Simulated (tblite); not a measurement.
Compound: C3H6FS (doublet state).
Z-matrix (Å and degrees, GFN2-xTB geometry), rows numbered from 1:
```
C 
C   1  1.5181
F   2  1.3838  1  109.26
C   2  1.5287  1  112.76  3  -119.26
S   4  1.7915  2  111.91  1   -69.02
H   1  1.0878  2  110.03  3    59.66
H   1  1.0867  2  109.46  3   179.73
H   1  1.0868  2  109.99  3   -60.10
H   2  1.0977  1  111.21  3   116.39
H   4  1.0921  2  110.17  1    51.42
H   4  1.0922  2  109.72  1   171.32
```

Structure optimised with GFN2-xTB, isolated species. This method treats the open shell by occupation alone, without spin polarisation.

Take the most abundant isotopes and a rigid rotor. The values belong to one conformer with, in the numbering `[CH3:1][C@H:2]([F:3])[CH2:4][S:5]`, C1–C2–C4–S5 -69°.

(1) What are A, B and C (cm⁻¹)?

(2) What kind of rotor is it?

(3) What does the inertial defect say?

(4) Give the other two planar moments, Paa and Pbb, and the rms extents of the mass along the axes.

(5) Estimate the classical rotational partition function at 10 K, 200 K and 500 K.

Answers

(1) Ia = 63.13, Ib = 228.79, Ic = 273.02 u·Å²; 505379 MHz·u·Å²/I gives 8005, 2209 and 1851 MHz, that is A = 0.26702, B = 0.07368, C = 0.06175 cm⁻¹.

(2) An asymmetric top. Ray's parameter κ = (2B − A − C)/(A − C) = -0.884; −1 is the prolate and +1 the oblate limit.

(3) Not planar: Δ = Ic − Ia − Ib = -18.90 u·Å². For a rigid frame Δ = −2 Σ m c², so Σ m c² = 9.45 u·Å² lies off the ab plane: 5.84 from hydrogen and 3.61 from heavier atoms. The atom farthest from that plane is 1.47 Å away.

(4) Paa = Σ m a² = (Ib + Ic − Ia)/2 = 219.33 and Pbb = Σ m b² = (Ia + Ic − Ib)/2 = 53.68 u·Å². With the mass M = 93.02 u, the rms extents √(P/M) along a, b and c are 1.54, 0.76, 0.32 Å.

(5) Point group C1, symmetry number σ = 1; q = (√π/σ)·√((kT/h)³/(ABC)), k/h = 20836.6 MHz/K: 932 at 10 K, 83300 at 200 K, 329000 at 500 K.

For this open shell read J as N, the rotation without spin; fine and hyperfine splittings come on top. Its GFN2-xTB frequencies are all real (lowest 84 cm⁻¹). Zero-point vibration and centrifugal distortion are left out.

The numbers are calculated, not measured.
